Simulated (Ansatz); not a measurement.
Trigonal Se, treated with r²SCAN-D4 (plane waves, PAW; Ansatz, a program for electronic structure).

Run with plane-wave cutoff 500 eV, 12×12×6 k mesh (along the axes of the cell as run), gaussian smearing 0.02 eV, scalar-relativistic PAW data made under PBE.

Cell (relaxed at this level):

```xyz
3
Lattice="2.1780 -3.7725 0.0000 2.1780 3.7725 0.0000 0.0000 0.0000 5.0169" Properties=species:S:1:pos:R:3 pbc="T T T"
Se     0.4895     0.8478     3.3446
Se     3.3771     0.0000     0.0000
Se     0.4895    -0.8478     1.6723
```

**Question.** Predict the band gap.

**Answer.** 
- band gap = 1.16 eV (on the SCF k mesh)

Spin–orbit coupling is not included.

Cost on a shared machine: roughly 2.4 core-minutes.
